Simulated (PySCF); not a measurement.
Core-level binding energies of `BNB`

Compound: B2H5N.
SMILES with atom numbers: `[BH2:1][NH:2][BH2:3]`

Structure used (PBE0-D3(BJ)/def2-SVP), in Å, numbered top down from 1:
```
atom  x, y, z in Å
B1     1.2864    0.0909    0.1130
N2    -0.0144   -0.4769    0.1341
B3    -1.2256    0.1892   -0.1893
H4     2.2363   -0.5950    0.4107
H5     1.4114    1.2483   -0.2034
H6    -0.0854   -1.4535    0.4045
H7    -1.1837    1.3500   -0.5149
H8    -2.2686   -0.4198   -0.1322
```

The calculation used PySCF 2.14.0, delta-SCF UKS SCAN, pcX-2 on the ionised atom, pcseg-1 elsewhere, spin-free X2C. Each binding energy is the total energy of the core-ionised species, with the hole localised on one atom, minus that of the ground state; both are solved self-consistently, so orbital relaxation is included.

Problem. List the computed XPS lines with their assignment.

Solution. 
```tsv
atom(s)	environment	level	binding energy (eV)	count
B1/B3	three-coordinate boron	B 1s	196.43	2
N2	boron-bound nitrogen	N 1s	405.59	1
```

Problem. Which photon wavelength matches the B 1s of B1/B3 threshold?

Solution. λ = hc/E = 12398.42 eV Å / 196.43 eV = 63.119 Å.

Problem. Which photon energy gives electrons from B 1s of B1/B3 a kinetic energy of 20 eV, and what is their de Broglie wavelength?

Solution. hν = 196.43 + 20 = 216.43 eV, recoil neglected; λ = 12.264 Å/√(E/eV) = 2.74 Å.

Atoms equivalent by their bonding share one computed value, that of the first of them. Isolated species at its PBE0-D3(BJ)/def2-SVP geometry, gas phase.
